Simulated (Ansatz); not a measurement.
# C₆H₆ (singlet): wave-function methods side by side, STO-3G

Aim: climb from Hartree-Fock through coupled cluster and multireference methods for C₆H₆ (singlet) at one geometry and basis, and see what each rung misses.

Program: Ansatz 0.2.0, Gaussian basis. Level of theory: STO-3G, core rule «outside noble gas», up to 6 orbitals frozen. These are calculated values, not measurements.

To be run: UHF; CCSD(T) on RHF; CCSD(T) on UHF; BCCD(T) on RHF; CISD; CCSDT(Q) on RHF; CCSDT(Q) on UHF; CASSCF and MRCISD+Q, 8 electrons in 8 orbitals; CASSCF and NEVPT4(SD), 8 electrons in 8 orbitals; CASSCF and NEVPT2, 8 electrons in 8 orbitals.

25 further runs of the same task are left out: 3 that didn't finish, 22 set aside as unsound or not needed.

## Step 1: The system

The geometry is an MP2(full)/6-31G* stationary point (not a proven minimum).

12 atoms, charge 0, spin multiplicity 1.

Atoms are counted from 1 here; the program's logs count them from 0.

Bond lengths: C1–C2 1.395 Å, C1–C6 1.395 Å, C1–H7 1.087 Å, C2–C3 1.395 Å, C2–H8 1.087 Å, C3–C4 1.395 Å, C3–H9 1.087 Å, C4–C5 1.395 Å, C4–H10 1.087 Å, C5–C6 1.395 Å, C5–H11 1.087 Å, C6–H12 1.087 Å. Angles: C2–C1–C6 120.0°, C2–C1–H7 120.0°, C6–C1–H7 120.0°, C1–C2–C3 120.0°, C1–C2–H8 120.0°, C3–C2–H8 120.0°, C2–C3–C4 120.0°, C2–C3–H9 120.0°, C4–C3–H9 120.0°, C3–C4–C5 120.0°, C3–C4–H10 120.0°, C5–C4–H10 120.0°, C4–C5–C6 120.0°, C4–C5–H11 120.0°, C6–C5–H11 120.0°, C1–C6–C5 120.0°, C1–C6–H12 120.0°, C5–C6–H12 120.0°.

## Step 2: UHF

File in.yaml:

```yaml
crystal:
  periodic: [false, false, false]
  atoms:
    - {symbol: C, position_ang: [0.000000, 1.395248, 0.000000]}
    - {symbol: C, position_ang: [1.208320, 0.697624, 0.000000]}
    - {symbol: C, position_ang: [1.208320, -0.697624, 0.000000]}
    - {symbol: C, position_ang: [0.000000, -1.395248, 0.000000]}
    - {symbol: C, position_ang: [-1.208320, -0.697624, 0.000000]}
    - {symbol: C, position_ang: [-1.208320, 0.697624, 0.000000]}
    - {symbol: H, position_ang: [0.000000, 2.482360, 0.000000]}
    - {symbol: H, position_ang: [2.149787, 1.241180, 0.000000]}
    - {symbol: H, position_ang: [2.149787, -1.241180, 0.000000]}
    - {symbol: H, position_ang: [0.000000, -2.482360, 0.000000]}
    - {symbol: H, position_ang: [-2.149787, -1.241180, 0.000000]}
    - {symbol: H, position_ang: [-2.149787, 1.241180, 0.000000]}
basis:
  gaussian: {orbitals: STO-3G}
magnetization: {spin_polarized: true, initial_magnetization: 0}
hamiltonian: {xc: hf}
output: {orbitals: {seedname: orbitals}}
```

Launch:

```bash
ansatz run in.yaml --threads 1 --pin off --events-out ev --progress --plain --max-ram 2560MiB --backend cpu
```

Further steps of the session: CCSD(T) on RHF; CCSD(T) on UHF; BCCD(T) on RHF; CISD; CCSDT(Q) on RHF; CCSDT(Q) on UHF; CASSCF and MRCISD+Q, 8 electrons in 8 orbitals; CASSCF and NEVPT4(SD), 8 electrons in 8 orbitals; CASSCF and NEVPT2, 8 electrons in 8 orbitals.

Before running them: what should the planned runs give, taken together? Wanted: RCCSDT(Q) below the RHF energy; RMP2 from RCCSDT(Q); UMP2 from RCCSDT(Q); RCCSD from RCCSDT(Q); RCCSD(T) from RCCSDT(Q); UCCSD(T) from RCCSDT(Q); UCCSDT(Q) from RCCSDT(Q); MRCISD+Q frontier from RCCSDT(Q); T1 diagnostic.

As calculated:

```
                         quantity                                         value
   RCCSDT(Q) below the RHF energy                                   -11.7592 eV
              RMP2 from RCCSDT(Q)                               +52.55 kcal/mol
              UMP2 from RCCSDT(Q)                               +86.61 kcal/mol
             RCCSD from RCCSDT(Q)                                +6.05 kcal/mol
          RCCSD(T) from RCCSDT(Q)                                +0.85 kcal/mol
          UCCSD(T) from RCCSDT(Q)                                +4.88 kcal/mol
         UCCSDT(Q) from RCCSDT(Q)                                -0.15 kcal/mol
 MRCISD+Q frontier from RCCSDT(Q)                                +3.94 kcal/mol
levels within 1 kcal/mol (43 meV)  RCCSD(T), BCCD(T), RCCSDT, UCCSDT, UCCSDT(Q)
                    T1 diagnostic                                         0.002
```

RCCSD(T) lands +0.85 kcal/mol from the yardstick (0.3 % of the correlation energy). CCSD(T) misses by +0.85 kcal/mol on the restricted determinant and by +4.88 kcal/mol on the unrestricted one; the two need not hold the same state or core. These misses are within one basis, not against nature.
